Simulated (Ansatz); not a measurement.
Other spins and charges of C–Ge–OH, quartet at one geometry

Geometry (PBE0/def2-TZVP stationary point for this spin, not checked as a minimum):

```xyz
4

C     0.0000   -1.0331    1.4931
Ge    0.0000    0.3348    0.0815
O     0.0000   -0.7291   -1.3534
H     0.0000   -0.2451   -2.1852
```

Basis cc-pVDZ; Ansatz 0.2.0. Only valence electrons are correlated (noble-gas cores and the filled d shells of p-block atoms frozen). Prefix R: restricted or restricted open-shell reference; prefix U: unrestricted. No spin–orbit coupling is included, and no scalar relativity.

Gaps are energies of the second state less the first, at fixed atoms, for a selection of the levels run; each method lands on the state that its own search finds for that charge and spin.

Question: PBE gives 10.257 eV for removing an electron, to the quintet. Estimate what UCCSDT(Q) gives in cc-pVDZ.

Answer: UCCSDT(Q) in cc-pVDZ gives 9.957 eV, so against it PBE is off by 0.300 eV.

```tsv
level	gap (eV)	error (meV)
UHF	9.117	-840
UMP2	9.850	-107
UCCSD	9.968	11
UCCSD(T)	9.966	9
BCCD(T)	9.975	18
UCCSDT	9.961	4
r2SCAN	10.164	207
PBE0	10.271	314
B3LYP	10.453	496
wB97M-V	10.416	459
B2PLYP	10.230	273
RPA-PBE	10.121	164
```

Sextet less quartet: 3.660 eV at UCCSDT(Q).

```
   level  gap (eV)  error (meV)
     UHF     2.605        -1055
    UMP2     3.404         -256
   UCCSD     3.568          -92
UCCSD(T)     3.636          -24
 BCCD(T)     3.653           -7
  UCCSDT     3.651           -9
     PBE     4.037          377
  r2SCAN     3.649          -11
    PBE0     3.774          114
   B3LYP     4.128          468
 wB97X-V     4.044          384
 wB97M-V     4.049          389
  B2PLYP     3.937          277
 RPA-PBE     3.834          174
```

In so small a basis the reference is far from its limit while semilocal and hybrid functionals are nearer theirs (RPA and double hybrids share much of the reference's basis error), so the functionals' errors here hold much of the reference's basis and frozen-core error, which can add to them or hide them.

Full CI isn't at hand for all of this; UCCSDT(Q) serves as the reference, and is uncertain by about the last step of the cluster series. The frozen core follows each run's orbitals, which can shift R against U totals by a few meV for light atoms and by up to 0.1 eV past Ca.
